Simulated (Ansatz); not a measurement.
**AlBH₄O: up Jacob's ladder to CCSD(T)**

Aim: compute AlBH₄O with functionals from several rungs and with coupled cluster. The yardstick is the atomisation energy at the CCSD(T) limit.

Method: functionals in def2-TZVPP, the program's frozen cores in correlated methods; program: Ansatz 0.2.0, Gaussian basis.

Levels to be run: LDA (SPW92), PBE-D4, revPBE-D4, BLYP-D4, r2SCAN-D4, B97M-V, PBE0-D4, B3LYP-D4, r2SCANh-D4, r2SCAN0-D4, HSE06-D4, BHLYP-D4, CAM-B3LYP-D4, LC-ωPBE, ωB97X-V, ωB97M-V, B2PLYP, PBE-QIDH; CCSD(T)/def2-SVP; CCSD(T)/def2-TZVPP; MP2/def2-QZVPP; extrapolation to the limit; RPA on PBE.

## Step 1: Structure used throughout

An earlier PBE0-D4 in a triple-zeta def2 set relaxation fixed the geometry.

SMILES `[BH2][AlH][OH]`, 7 atoms, charge 0, spin multiplicity 1.

Atoms are counted from 1 here; the program's logs count them from 0.

Bond lengths: B1–Al2 2.121 Å, B1–H4 1.199 Å, B1–H5 1.199 Å, Al2–O3 1.703 Å, Al2–H6 1.595 Å, O3–H7 0.956 Å. Angles: Al2–B1–H4 122.7°, Al2–B1–H5 122.7°, H4–B1–H5 114.6°, B1–Al2–O3 116.4°, B1–Al2–H6 125.1°, O3–Al2–H6 118.5°, Al2–O3–H7 123.0°.

## Step 2: LDA

This LDA is Slater exchange with PW92 correlation.

Contents of in.yaml:

```yaml
crystal:
  periodic: [false, false, false]
  atoms:
    - {symbol: B, position_ang: [-1.318820, 0.360371, -0.676887]}
    - {symbol: Al, position_ang: [0.400563, 0.053410, 0.526912]}
    - {symbol: O, position_ang: [1.617761, -0.939738, -0.129806]}
    - {symbol: H, position_ang: [-2.283565, -0.350122, -0.622216]}
    - {symbol: H, position_ang: [-1.413527, 1.270896, -1.451795]}
    - {symbol: H, position_ang: [0.627474, 0.676941, 1.977666]}
    - {symbol: H, position_ang: [2.431313, -1.139758, 0.330426]}
basis:
  gaussian: {orbitals: def2-TZVPP}
hamiltonian: {xc: lda}
output: {orbitals: {seedname: orbitals}}
```

Launch:

```console
> ansatz run in.yaml --threads 2 --pin off --events-out ev --progress --plain --max-ram 4352MiB
```

After this run come: PBE-D4 (GGA); revPBE-D4 (GGA); BLYP-D4 (GGA); r2SCAN-D4 (meta-GGA); B97M-V (meta-GGA); PBE0-D4 (hybrid); B3LYP-D4 (hybrid); r2SCANh-D4 (hybrid); r2SCAN0-D4 (hybrid); HSE06-D4 (hybrid); BHLYP-D4 (hybrid); CAM-B3LYP-D4 (range-separated); LC-ωPBE (range-separated); ωB97X-V (range-separated); ωB97M-V (range-separated); B2PLYP (double hybrid); PBE-QIDH (double hybrid); CCSD(T) in def2-SVP; CCSD(T) in def2-TZVPP; MP2 in def2-QZVPP; RPA on PBE orbitals.

Q: Predict the results of all the runs planned. Wanted: atomisation energy, CCSD(T)/CBS; farthest beyond LDA; mean size of error, GGA; mean size of error, meta-GGA; mean size of error, hybrid; mean size of error, range-separated; mean size of error, double hybrid; gap, smallest and largest; T1 diagnostic.

As calculated:

| quantity | value |
| --- | --- |
| atomisation energy, CCSD(T)/CBS | 2211.7 kJ/mol |
| functionals within 11.1 kJ/mol (0.5 %) | PBE-D4, r2SCAN-D4, B3LYP-D4, r2SCANh-D4, CAM-B3LYP-D4, ωB97X-V, ωB97M-V |
| farthest beyond LDA | BHLYP-D4 (-53.5 kJ/mol) |
| mean size of error, GGA | 23.9 kJ/mol |
| mean size of error, meta-GGA | 9.0 kJ/mol |
| mean size of error, hybrid | 26.9 kJ/mol |
| mean size of error, range-separated | 7.6 kJ/mol |
| mean size of error, double hybrid | 27.5 kJ/mol |
| gap, smallest and largest | 2.67 eV (LDA (SPW92)), 10.21 eV (LC-ωPBE) |
| T1 diagnostic | 0.0119 |
| triples share of the correlation energy | 3.0 % |

In words: The LDA atomisation energy is off by 252.6 kJ/mol (11 %): it overbinds. PBE-D4 misses by -4.1 kJ/mol. Double hybrids carry the basis error of their MP2 part in triple zeta, and no dispersion term here, so their miss is partly the set-up's. The rungs range-separated, meta-GGA miss on average by less than the doubt on the reference (11.1 kJ/mol), so they tie. The reference freezes the cores and leaves out relativity and excitations past (T), so misses under about 11.1 kJ/mol can't be ranked. Hartree-Fock recovers 75 % of the binding; the rest is correlation. CCSD(T) in def2-SVP is off by -134.7 kJ/mol, more than most functionals: a good method in a small basis is no reference. The gap grows from 2.7 to 10.2 eV across the functionals, mostly with the share of exact exchange.
